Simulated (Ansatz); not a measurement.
Isolated molecules relaxed with PBE0-D4/def2-TZVP in Ansatz; ΔE leaves out vibrations. CCSD(T)/CBS adds triple-zeta CCSD(T) − MP2 to the extrapolated MP2 energy (def2 sets, frozen cores). This one scheme is used for every species, atoms too. Functionals use def2-TZVPP. No spin–orbit coupling; open shells (•) take unrestricted orbitals. Spin–orbit coupling would lower the free atoms: a little for C, O. One conformer a species, not always the lowest.

Consider the atomization: `CCCC(C)=O` → 5 C• + 10 H• + O•.

`CCCC(C)=O`:

Cartesian coordinates in Å:
```
C -0.789 1.160 -1.258
C -0.121 1.232 0.105
C -0.515 0.074 1.020
C -0.121 -1.285 0.490
C 1.335 -1.500 0.166
O -0.934 -2.163 0.331
H -0.505 2.009 -1.883
H -0.516 0.247 -1.794
H -1.877 1.163 -1.161
H 0.967 1.261 -0.011
H -0.394 2.169 0.599
H -0.031 0.200 1.995
H -1.595 0.059 1.182
H 1.523 -2.560 0.006
H 1.592 -0.954 -0.747
H 1.980 -1.114 0.959
```

```json
{"level": "PBE-D4", "ΔE (kcal/mol)": "1602.8"}
{"level": "ωB97X-V", "ΔE (kcal/mol)": "1568.9"}
{"level": "B2PLYP", "ΔE (kcal/mol)": "1553.0"}
{"level": "r2SCAN", "ΔE (kcal/mol)": "1569.7"}
{"level": "PBE0", "ΔE (kcal/mol)": "1571.7"}
{"level": "MP2/def2-TZVPP", "ΔE (kcal/mol)": "1553.5"}
{"level": "CCSD/def2-TZVPP", "ΔE (kcal/mol)": "1510.7"}
{"level": "HF/def2-QZVPP", "ΔE (kcal/mol)": "1168.5"}
```

**Question.** What does CCSD(T)/CBS give? (Estimate.)

**Answer.** Ansatz gave: +1565.8 kcal/mol. The listed levels differ from it by 37.0, 3.1, -12.8, 3.9, 5.9, -12.3, -55.1, -397.3 kcal/mol.

Largest T1 diagnostic among the species: 0.012.

In def2-TZVPP, CCSD(T) changes the Hartree–Fock value by +364.6 kcal/mol (the triples alone add +21.1 kcal/mol) and MP2 by +386.3 kcal/mol; breaking electron pairs costs correlation energy, which Hartree–Fock lacks. From PBE to PBE0 (25 % exact exchange), in def2-TZVPP and without D4, ΔE moves by −23.8 kcal/mol: exact exchange takes away binding that semilocal exchange gives to molecules. The D4 term adds +11.5 kcal/mol with B3LYP and +6.2 kcal/mol with PBE0; it sums over pairs of atoms, weighted by their polarisabilities, and B3LYP, whose exchange is more repulsive, gets the larger term.

B3LYP here is the variant with VWN-RPA as its local correlation; programs differ in this.

For atomizations the MP2-based limit and the directly extrapolated one differ by several kJ/mol either way, and by 10 to 25 for some Ge, Se and Sn compounds, so smaller differences from it don't rank the levels.
